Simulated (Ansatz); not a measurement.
# BH₃ (singlet): the correlation ladder at distance B1–H2 = 1.634 Å, cc-pVDZ

An exercise on one series of results from a longer session: the logs are not shown, and one member is left open.

The runs use Ansatz 0.2.0, Gaussian basis; cc-pVDZ, core rule «outside noble gas», up to 1 orbitals frozen.

The runs, in order: UHF; CCSD(T) on RHF; BCCD(T) on RHF; CISD; CCSDT(Q) on RHF; CCSDTQ on RHF; CASSCF and MRCISD+Q, 2 electrons in 2 orbitals; CASSCF and NEVPT2, 2 electrons in 2 orbitals; CASSCF and MRCISD+Q, 6 electrons in 7 orbitals; CASSCF and NEVPT2, 6 electrons in 7 orbitals; Full CI.

18 further runs of the same task are left out: 4 for a known fault of the program, 10 that didn't finish, 4 set aside as unsound or not needed.

**The geometry**

The geometry derives from a PBE0/def2-TZVP stationary point (not a proven minimum). One bond is set to the value named and the two fragments are kept rigid.

4 atoms, charge 0, spin multiplicity 1.

Atoms are counted from 1 here; the program's logs count them from 0.

Bond lengths: B1–H3 1.193 Å, B1–H4 1.193 Å. Angles: H3–B1–H4 120.0°.

As a file:

```
atom     x (Å)     y (Å)     z (Å)
  B1  -0.03209  -0.00039   0.00001
  H2   1.60179   0.01954  -0.00035
  H3  -0.64139   1.02582  -0.00283
  H4  -0.61617  -1.04116   0.00310
```

The first run:

The input, in.yaml:

```yaml
crystal:
  periodic: [false, false, false]
  atoms:
    - {symbol: B, position_ang: [-0.032093, -0.000391, 0.000007]}
    - {symbol: H, position_ang: [1.601785, 0.019538, -0.000346]}
    - {symbol: H, position_ang: [-0.641388, 1.025821, -0.002830]}
    - {symbol: H, position_ang: [-0.616174, -1.041160, 0.003102]}
basis:
  gaussian: {orbitals: cc-pVDZ}
magnetization: {spin_polarized: true, initial_magnetization: 0}
hamiltonian: {xc: hf}
output: {orbitals: {seedname: orbitals}}
```

Started as:

```console
> ansatz run in.yaml --threads 1 --pin off --events-out ev --progress --plain --max-ram 2393MiB
```

Steps of the session up to this table: UHF; CCSD(T) on RHF; BCCD(T) on RHF; CISD; CCSDT(Q) on RHF; CCSDTQ on RHF; CASSCF and MRCISD+Q, 2 electrons in 2 orbitals; CASSCF and NEVPT2, 2 electrons in 2 orbitals; CASSCF and MRCISD+Q, 6 electrons in 7 orbitals; CASSCF and NEVPT2, 6 electrons in 7 orbitals; Full CI.

One of the session's tables, all rows but one given; the rest of the session is left out.

```
          method  from FCI (kcal/mol)
             RHF               +77.42
            RMP2               +18.26
            CISD                +4.34
           RCCSD                +1.59
        RCCSD(T)                +0.35
         BCCD(T)                +0.35
          RCCSDT                +0.04
       RCCSDT(Q)                +0.01
         RCCSDTQ                 0.00
     CASSCF pair               +62.35
     NEVPT2 pair               +15.25
     MRCISD pair                +2.60
   MRCISD+Q pair                -0.35
  CASSCF valence               +40.01
  NEVPT2 valence               +11.80
  MRCISD valence                    ?
MRCISD+Q valence                +0.05
             FCI                    0
```

Q: Estimate the row for MRCISD valence from the others.

The run gave: from FCI (kcal/mol): +1.25. In the column «from FCI (kcal/mol)» it lies between BCCD(T) (+0.35) and RCCSD (+1.59).

Among the levels timed on like hardware and quicker than the yardstick, those that no quicker one beats, quickest first: BCCD(T) (0.15 s, +0.35 kcal/mol); RCCSD(T) (0.18 s, +0.35 kcal/mol); MRCISD+Q pair (0.24 s, -0.35 kcal/mol); RCCSDT(Q) (0.42 s, +0.01 kcal/mol); RCCSDTQ (4.6 s, 0.00 kcal/mol). Runs this short are mostly start-up, so their order is noise.

Limits of these values: The yardstick is full CI for this spin, exact in this basis with these frozen cores. MRCISD+Q pair falls below full CI: the +Q correction isn't variational, and the cores differ from full CI's. Of the multireference levels listed MRCISD+Q valence comes nearest in total energy (+0.05 kcal/mol), which doesn't show that its space is the better one.
